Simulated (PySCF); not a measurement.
1,1,1,2-tetrafluoroethane: calculation against experiment

**Experimental background.**

From NIST CCCBDB Release 22 (SRD 101), experimental dipoles, for the gas: dipole moment 2.058 ± 0.01 D.

The runs below try to reproduce these values; the comparison stands at the end.

Compound: 1,1,1,2-tetrafluoroethane, C2H2F4.
SMILES with atom numbers: `[F:1][CH2:2][C:3]([F:4])([F:5])[F:6]` (hydrogens: H7, H8 on C2)

Cartesian coordinates in Å at the GFN2-xTB level; atoms count from 1:
```
atom  x, y, z in Å
F1     1.2607   -1.2585    0.0121
C2     0.8027    0.0200    0.0103
C3    -0.7276    0.0318   -0.0150
F4    -1.2644   -0.5671    1.0481
F5    -1.2284   -0.5552   -1.1020
F6    -1.1653    1.3008   -0.0148
H7     1.1808    0.5226   -0.8861
H8     1.1506    0.5151    0.9229
```

The PySCF runs (gas phase, on this GFN2-xTB geometry; no spin–orbit coupling):

| level | job | basis functions | wall time |
| --- | --- | --- | --- |
| PBE0/pcSseg-1 | shieldings, charges and field gradients | 112 | 5.4 s |
| B3LYP/pcJ-1 | spin–spin couplings from 8 perturbed nuclei | 182 | 21 s |

Hardware: one thread, Arm Neoverse V2, on a shared host.

Results beside the measurements:

**Dipole moment.** Measured: 2.058 D (NIST CCCBDB Release 22 (SRD 101), experimental dipoles).

```csv
level,computed (D),computed − measured (D),% (from the printed values)
PBE0/pcSseg-1,2.045,-0.013,-1
B3LYP/pcJ-1,2.040,-0.018,-1
```

The computed dipoles belong to one fixed geometry; measured ones are averaged over vibrations unless marked μe. Magnitudes are compared, not signs.

The geometry is computed, not the measured one. Where a level misses, the cause wasn't examined.
